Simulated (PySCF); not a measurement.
Gas-phase reaction: 4 SiHF₃ = SiH₄ + 3 SiF₂ + 6 F

Method: PySCF energies plus ideal-gas RRHO corrections (1 bar). 'Table' is the NASA 1993 thermochemical table (part measured, part estimated). After a fit of one offset per element over all species, the range-separated, M06-2X, PBE0/def2-QZVP and CCSD(T)/def2-TZVPP enthalpies, where run, lie to one side of the table for SiF₂ (-43 kJ/mol): a fault of the table's entry, another state or a shared error of the levels is possible; this was not checked at source. † marks an energy on the PBE0/def2-TZVP geometry and frequencies; other levels use their own. MP2 and CCSD(T) freeze the core. 6-31G* has spherical d functions here. Open shells (unrestricted): F (multiplicity 2); the rest are closed-shell singlets. Spin-orbit splitting is ignored; it lowers the true energy and changes the entropy of F. B3LYP is the form with VWN-RPA correlation. MP2 isn't extrapolated to the basis-set limit. CCSD(T) isn't extrapolated to the basis-set limit. The table's entry may be an old estimate for SiHF₃, SiF₂ (not checked at source).

| level | ΔH°(298 K), kJ |
|---|---|
| table | 3550.4 |
| B3LYP/6-31G* | [?] |
| B3LYP/def2-TZVP† | 3278.8 |
| CCSD(T)/def2-TZVPP† | 3326.4 |
| HF/6-31G* | [?] |
| HF/def2-TZVP† | [?] |
| M06-2X/def2-TZVP† | 3410.7 |
| MP2/def2-SVP† | 3283.7 |
| PBE0/def2-QZVP† | [?] |
| r2SCAN/def2-TZVP† | 3411.8 |

Complete the blanks.


- B3LYP/6-31G*, ΔH°(298 K), kJ: 3242.8
- HF/6-31G*, ΔH°(298 K), kJ: 2581.6
- HF/def2-TZVP†, ΔH°(298 K), kJ: 2676.6
- PBE0/def2-QZVP†, ΔH°(298 K), kJ: 3315.8
